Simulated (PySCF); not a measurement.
# Calculated NMR parameters of Cyclobutadiene

- Formula: C4H4
- SMILES: C1=CC=C1
- InChI: InChI=1S/C4H4/c1-2-4-3-1/h1-4H
- Point group of the computed structure: D2h
- Degrees of unsaturation: 3
- Carbon signals: 1
- Proton signals: 1

Atoms are numbered as in `[CH:1]1=[CH:2][CH:3]=[CH:4]1`. Hydrogens are named by the atom that carries them.

[PySCF 2.14.0 with density-fitted response routines: shielding tensors at PBE0/pcSseg-2 (GIAO); geometry: PBE0-D3(BJ)/def2-TZVP; a single conformation; in vacuum; rapidly exchanging positions averaged; non-relativistic]

Referencing at the same level of theory: ¹H (σref 31.52), ¹³C (σref 186.03) vs TMS.

| carbon | δC, type | δH (multiplicity) | HMBC from (2–3 bonds) | span of the C tensor (ppm) |
| --- | --- | --- | --- | --- |
| C1/C2/C3/C4 | 151.3, CH | 5.95 (s) | H(C1)/H(C2)/H(C3)/H(C4) | 212 |

Carbon types of the structure: 4 × CH, which accounts for all hydrogens. δC 151.3: alkene CH; an sp2 carbon of a C=C bond. δH 5.95: hydrogen on an alkene CH; olefinic region.

Shifts are as computed. Against solution values, carbons near 30 ppm lie about +3 ppm off and those near 130 ppm about +9 ppm. Of 1211 compounds with measured shifts, 218 miss one by over three times the rms of a fit or turn the order of signals round; such compounds aren't used in these exercises.
